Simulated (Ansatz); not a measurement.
Relaxation of ClH$_{7}$Si$_{2}$ (10 atoms, charge 0, multiplicity 1), to a largest force component of 0.03 eV/Å in at most 50 steps.

Computed with RHF/def2-SVP in Ansatz 0.2.0.

```xyz
10
Properties=species:S:1:pos:R:3
Si 0.174 -0.025 0.133
Si 0.203 -0.012 2.401
H -1.001 -0.609 3.032
H 1.353 -0.802 2.905
H 0.316 1.382 2.901
H 1.604 -0.074 -0.279
H -0.415 1.203 -0.437
H -0.500 -1.230 -0.399
Cl -3.071 0.304 0.866
H -2.422 -0.136 1.931
```

Problem. Where does it end, and by what steps?

Solution. The forces met the threshold. The force dipped under the threshold on the way, but the program's further checks kept it going. After 12 steps the energy has fallen by 0.329 eV; H10 moved furthest, 1.26 Å.

```
step  energy less start (eV)  largest force component (eV/Å)  accepted
   0                  0.0000                           1.522       yes
   1                 -0.2219                           0.519       yes
   2                 -0.2689                           0.438       yes
   3                 -0.3000                           0.253       yes
   4                 -0.3140                           0.059       yes
   5                 -0.3200                           0.030       yes
   6                 -0.3104                           0.776        no
   7                 -0.3229                           0.121       yes
   8                 -0.3260                           0.015       yes
   9                 -0.3273                           0.207       yes
  10                 -0.3279                           0.120       yes
  11                 -0.3290                           0.005       yes
  12                 -0.3293                           0.019       yes
```

```xyz
10
Properties=species:S:1:pos:R:3
Si 0.431 -0.047 0.065
Si 0.422 -0.004 2.435
H -0.868 -0.512 2.963
H 1.510 -0.866 2.961
H 0.630 1.377 2.936
H 1.831 0.078 -0.415
H -0.362 1.079 -0.485
H -0.127 -1.330 -0.430
Cl -3.553 0.484 0.999
H -3.673 -0.258 2.024
```

The run took 18 s on 1 thread of Arm Neoverse V1 (shared host), peak memory 0.16 GiB.
